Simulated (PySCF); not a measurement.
# CH3F: the cost of one run

The runs use PySCF 2.14.0, with density-fitted response routines of our own; the level of theory stands in each step. All values are computed, except where a source is named. Atoms are numbered from 0 throughout.

## (1) Starting geometry

5 atoms, charge 0, multiplicity 1; geometry from: GFN2-xTB. The atoms were then displaced at random by about 0.01 Å, so the start is not that level's minimum.

Bonds of the start (Å): C0–F1 1.34, C0–H2 1.08, C0–H3 1.12, C0–H4 1.10.

## (2) Geometry optimisation at PBE0-D3(BJ)/def2-SVP

Job settings and geometry (Å):

```
{"job": {"xc": "PBE0", "basis": "def2-SVP", "d3": "d3bj", "grid": 1, "shake": 0.01, "kind": "geom"}, "charge": 0, "multiplicity": 1}
C     -0.047000    -0.018940     0.009420
F      1.275820    -0.114340    -0.165090
H     -0.319630    -0.223780     1.037550
H     -0.318560     1.032570    -0.244100
H     -0.557060    -0.709470    -0.675660
```

Command:

```bash
> OMP_NUM_THREADS=1 python probes_run.py task.json out
```

One launch serves the whole session: the jobs run in the order shown.

Q: Estimate the wall time and peak memory of this first job on 1 thread of AMD EPYC 9R45, shared host.

About 1.2 s, with a peak of 0.25 GiB.
